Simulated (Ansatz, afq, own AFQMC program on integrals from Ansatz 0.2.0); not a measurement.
# AuSi⁺, triplet → AuSi⁺, quintet

```xyz
2

Au    0.0000    0.0000    0.0000
Si    0.0000    0.0000    2.2918
```

E(quintet, charge +1) − E(triplet, charge +1) at this geometry, on UHF and UHF determinants.

Basis def2-TZVP with its core potentials. Only valence electrons are correlated. AFQMC by an in-house program on the Cholesky factors that Ansatz 0.2.0 writes for its CCSD(T) run. The CISD trial takes its coefficients from CCSD amplitudes. Released means that phaseless walkers are propagated on without the constraint, phases kept. Error bars are statistical, one sigma. No spin–orbit coupling. The metal's outer-core s and p shells are frozen, which shifts wave-function levels against functionals. The errors of all members are added in quadrature.

No full CI on the walks' own integrals is used here; CCSDT(Q) serves as the reference and is uncertain by about the last step of the cluster series. Each member takes its own surest rung, up to full CI.

Errors are counted within def2-TZVP, not against nature.

Cautions: no spin-orbit coupling; outer-core shells of the metal frozen; AuSi⁺ (triplet): lower spins were not checked, the released energies move by 1.5 errors or more from one time to the next, so no released level is given (meV from the phaseless value at times in 1/Eh: -8 ± 5 at 0.24, -18 ± 6 at 0.60, -11 ± 5 at 1.20, -14 ± 8 at 1.80, -32 ± 11 at 2.60), though the last usable value meets CCSDT(Q) within the noise, its ph-AFQMC/CISD value lies 21 ± 6 meV above CCSDT(Q); AuSi⁺ (quintet): another spin lies lower, the released energies are still falling, so no released level is given (meV from the phaseless value at times in 1/Eh: -11 ± 5 at 0.24, -14 ± 4 at 0.60, -21 ± 4 at 1.20, -35 ± 9 at 1.80, -31 ± 11 at 2.60), though the last usable value meets CCSDT(Q) within the noise, its ph-AFQMC/CISD value lies 27 ± 4 meV above CCSDT(Q); core correlation is missing, and it shifts such a gap most where an s electron is promoted.

| level | vertical spin gap (kJ/mol) |
| --- | --- |
| HF | 288.8 |
| CCSD | 366.0 |

**Question.** From these cheaper values, estimate the vertical spin gap at the reference level in def2-TZVP.

**Answer.** 372.3 kJ/mol (CCSDT(Q) in def2-TZVP).

```
        level  vertical spin gap (kJ/mol)  error against CCSDT(Q) (kJ/mol)
          MP2                       360.8                            -11.5
      CCSD(T)                       371.7                             -0.6
        CCSDT                       372.5                              0.2
ph-AFQMC/CISD                 372.9 ± 0.7                        0.6 ± 0.7
```

Correlation beyond CCSD(T) adds 0.6 kJ/mol. The perturbative (T) step is worth +5.7 kJ/mol.

A walk keeps the symmetry of its determinant, which the program's search chose and which needn't be the lowest solution, so a lower state of the same spin and another symmetry isn't excluded.
